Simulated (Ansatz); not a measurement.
The same path of C₃H₇NS (12 atoms, charge 0, multiplicity 1) was run 3 times with different band settings. The coordinate that changes most is the height of N1 over the plane of its neighbours.

Computed with RKS B3LYP/def2-SVP (Ansatz 0.2.0).

Relaxed end points:

```xyz
12
Properties=species:S:1:pos:R:3
N -1.683 -0.375 0.458
C -0.310 -0.770 0.343
C 0.775 0.104 0.887
C 0.709 -0.133 -0.611
S 0.129 1.161 -1.723
H -1.782 0.629 0.309
H -2.244 -0.831 -0.263
H -0.177 -1.849 0.480
H 0.481 1.095 1.246
H 1.602 -0.348 1.442
H 1.462 -0.798 -1.046
H 1.115 2.060 -1.488
```

```xyz
12
Properties=species:S:1:pos:R:3
N -1.662 -0.168 0.192
C -0.318 -0.656 0.315
C 0.711 0.260 0.929
C 0.753 -0.031 -0.552
S 0.240 1.208 -1.766
H -2.159 -0.232 1.080
H -2.189 -0.712 -0.491
H -0.169 -1.731 0.507
H 0.362 1.255 1.217
H 1.485 -0.173 1.571
H 1.529 -0.711 -0.915
H 1.494 1.636 -2.051
```

Common settings: optimiser quadratic models (default); start path IDPP; force threshold 0.03 eV/Å; iteration limit 60; end points relaxed.

| run | movable images | climbing image | spring |
| --- | --- | --- | --- |
| 1 | 7 | yes | 5.0 eV/Å² |
| 2 | 7 | yes | 2.0 to 10.0 eV/Å², energy-weighted |
| 3 | 8 | no | 5.0 eV/Å² |

(1) What does each run give, and how far can it be trusted?

Results:

(1) Run 1: converged after 8 iterations, highest image 0.173 eV above the first end. A vibrational analysis at the climbing image gives one clearly imaginary mode, 591i cm⁻¹: a first-order saddle point.
Run 2: converged after 8 iterations, highest image 0.173 eV above the first end. Another band between the same ends (7 images) ends at a top of the same energy, where a vibrational analysis finds 1 clearly imaginary mode.
Run 3: converged after 9 iterations, highest image 0.157 eV above the first end. No image climbed, so the highest image needn't sit at the top of the path.
